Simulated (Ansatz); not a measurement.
# C3H6F2O: the cost of one run

Program: the Python package of Ansatz 0.2.0. The levels of theory stand in the script. These are calculated values, not measurements.

## 1. The system

Bond lengths: C1–C2 1.552 Å, C2–F3 1.337 Å, C2–O4 1.373 Å, O4–C5 1.420 Å, C5–F6 1.382 Å, C1–H7 1.048 Å, C1–H8 1.088 Å, C1–H9 1.115 Å, C2–H10 1.104 Å, C5–H11 1.068 Å, C5–H12 1.103 Å. Angles (14 of 19 angles, heavy atoms first): C1–C2–F3 107.5°, C1–C2–O4 110.4°, F3–C2–O4 104.0°, C2–O4–C5 113.7°, O4–C5–F6 108.1°, C1–C2–H10 111.2°, F3–C2–H10 109.0°, O4–C2–H10 114.3°, C2–C1–H7 110.9°, C2–C1–H8 106.1°, C2–C1–H9 109.6°, O4–C5–H11 110.6°, O4–C5–H12 108.2°, F6–C5–H11 108.0°.

No structure file is read: the coordinates are typed or built in the script.

## 2. The script

File disp.py:

```python
"""Dispersion corrections for C3H6F2O."""

import ansatz as az

GEOMETRY = """
C     0.36030   -0.86360    1.58950
C     0.26910    0.14170    0.41050
F     1.50510    0.30850   -0.07120
O    -0.42530   -0.41040   -0.63780
C    -0.57580    0.46510   -1.74580
F    -1.25270    1.59040   -1.31520
H     0.75560   -1.77990    1.26920
H    -0.65590   -0.98910    1.95800
H     0.94590   -0.41030    2.42370
H    -0.11990    1.11830    0.74850
H    -1.15820    0.00350   -2.51250
H     0.42890    0.77050   -2.08310
"""

c3h6f2o = az.Crystal.molecule()
for line in GEOMETRY.strip().splitlines():
    symbol, *xyz = line.split()
    c3h6f2o = c3h6f2o.atom(symbol, [float(v) for v in xyz])

calculation = c3h6f2o.calculation().basis(gaussian="def2-SVP")
for name in ["pbe0", "pbe"]:
    for correction in ("d3bj", "d4"):
        r = calculation.functional(name, dispersion=correction).run().report
        print(f"{name:8s} {correction:5s} total {r['free_energy_ev']:.5f} eV, of which dispersion {1000 * r['dispersion']['energy']['ev']:.2f} meV")
```

## 3. What the engine is handed

The engine receives this input (first run):

```yaml
crystal:
  periodic: [false, false, false]
  atoms:
    - { symbol: C, position_ang: [0.3603, -0.8636, 1.5895] }
    - { symbol: C, position_ang: [0.2691, 0.1417, 0.4105] }
    - { symbol: F, position_ang: [1.5051, 0.3085, -0.0712] }
    - { symbol: O, position_ang: [-0.4253, -0.4104, -0.6378] }
    - { symbol: C, position_ang: [-0.5758, 0.4651, -1.7458] }
    - { symbol: F, position_ang: [-1.2527, 1.5904, -1.3152] }
    - { symbol: H, position_ang: [0.7556, -1.7799, 1.2692] }
    - { symbol: H, position_ang: [-0.6559, -0.9891, 1.958] }
    - { symbol: H, position_ang: [0.9459, -0.4103, 2.4237] }
    - { symbol: H, position_ang: [-0.1199, 1.1183, 0.7485] }
    - { symbol: H, position_ang: [-1.1582, 0.0035, -2.5125] }
    - { symbol: H, position_ang: [0.4289, 0.7705, -2.0831] }
basis:
  gaussian:
    orbitals: def2-SVP
hamiltonian:
  xc: pbe0
  dispersion: d3bj
```

## 4. Running it

Launch:

```console
python disp.py
```

**Question.** How long does this script take on 1 thread of Arm Neoverse V1, shared host, and how much memory does it need?

About 14 s, with a peak of 0.27 GiB.
